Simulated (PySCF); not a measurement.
A geometry optimisation on `c1cnc2nccnc2n1` (1,4,5,8-tetraazanaphthalene).

Computed with PBE0-D3(BJ)/def2-TZVP geometry optimisation, gas phase (PySCF 2.14.0). Start geometry: GFN2-xTB. The command runs a driver script over a list of jobs; the input below is this job's line of settings and its coordinates in Å.

Command:
```bash
OMP_NUM_THREADS=2 python probes_run.py task.json out
```

Input:
```
{"job": {"xc": "PBE0", "basis": "def2-TZVP", "d3": "d3bj", "grid": 2, "shake": 0.01, "kind": "geom"}, "charge": 0, "multiplicity": 1}
C     -2.273660    -0.113170    -0.567070
C     -2.206080    -0.244350     0.830080
N     -1.078260    -0.237080     1.451350
C      0.080350    -0.074130     0.702460
N      1.240920    -0.073920     1.314380
C      2.289810     0.092230     0.565790
C      2.210060     0.237560    -0.835170
N      1.073540     0.240860    -1.468220
C     -0.049010     0.082690    -0.689710
N     -1.246650     0.065230    -1.317730
H     -3.261900    -0.098010    -1.063330
H     -3.079910    -0.366380     1.447530
H      3.224460     0.104180     1.059120
H      3.069180     0.369220    -1.437240
```

Output:
```
step   0  E = -449.68692509  max force = 0.057166
step   1  E = -449.68832867  max force = 0.023219
step   2  E = -449.69190055  max force = 0.010543
step   3  E = -449.69183071  max force = 0.014855
step   4  E = -449.69309756  max force = 0.001852
step   5  E = -449.69310888  max force = 0.003237
step   6  E = -449.69315999  max force = 0.000595
step   7  E = -449.69316749  max force = 0.000389
optimisation converged
```

Energies in Eh; «max force» is the largest Cartesian gradient component in Eh/bohr.

Question: How much energy does the optimisation release, in kJ/mol?

Answer: E(step 0) − E(last step) = 0.006242 Eh, which is 16.4 kJ/mol.

Question: Give the first gradient maximum in eV/Å.

Answer: With 1 Eh/bohr = 51.422 eV/Å, 2.940 eV/Å.

Summary of the converged run: final energy -449.69317 Eh after 7 steps; dipole 0.00 D.

Question: Give the final coordinates.

Answer: 0.023 Å rms from the input after alignment:
```
atom  x, y, z in Å
C1    -2.1958   -0.5887   -0.6451
C2    -2.0764   -0.8492    0.7419
N3    -0.9768   -0.6284    1.4069
C4     0.0564   -0.1316    0.6948
N5     1.2083    0.1045    1.3570
C6     2.1882    0.5877    0.6453
C7     2.0673    0.8554   -0.7403
N8     0.9677    0.6354   -1.4056
C9    -0.0642    0.1333   -0.6950
N10   -1.2155   -0.1065   -1.3570
H11   -3.1340   -0.7914   -1.1556
H12   -2.9236   -1.2497    1.2928
H13    3.1278    0.7851    1.1549
H14    2.9132    1.2609   -1.2896
```

On an AMD EPYC with 2 threads, shared host with 64 logical CPUs at a one-minute load of 64, this took 12 min wall, 24 min CPU and 2.2 GiB of memory at its peak.
Labels such as C1 count atoms from 1, the log's own numbers from 0.
